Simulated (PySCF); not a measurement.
Bond stretch in CH4O, SMILES CO. The O2–H6 bond (O2 also carries C; H6 carries nothing else) is pulled apart rigidly from the PBE0/def2-TZVP optimised geometry.

Calculation: CCSD(T) on UHF/cc-pVDZ, 2 core orbitals frozen run with PySCF 2.14.0.

Question: Relative to R = 0.96 Å, what are the energies at R = 0.82, 1.43, 2.12, 2.60 Å?

Answer: 29.0 mEh at 0.82 Å, 79.0 mEh at 1.43 Å, 159.7 mEh at 2.12 Å, 165.6 mEh at 2.60 Å.

The unrestricted determinant behind UCCSD(T) is spin-contaminated at 1.43 to 3.37 Å (<S²> up to 1.0, against 0.00 for a pure singlet).
